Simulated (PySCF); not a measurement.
## How methods differ on the ionisation energy of He

He 1s2 (1S) → He+ 1s1 (2S), as a difference of total energies. All numbers are calculated (PySCF 2.14, the non-relativistic Hamiltonian (point nucleus), in cc-pVTZ (3s2p1d, 14 functions)). Correlated levels: valence: nothing frozen. The calculations carry no spin-orbit coupling.

| method | ionisation energy (eV) | error (eV) |
| --- | --- | --- |
| UHF | 23.463 | -1.124 |
| LDA | 24.301 | -0.286 |
| PBE0 | 24.451 | -0.136 |
| MP2 (valence) | 24.364 | -0.223 |
| SCS-MP2 (valence) | 24.545 | -0.042 |
| CCSD (valence) | 24.526 | -0.061 |

Reference: 24.587 eV (measured; NIST Atomic Spectra Database, ionization energies).

Errors of the correlated levels include the incompleteness of this basis.

With two correlated electrons CCSD is exact in that space.
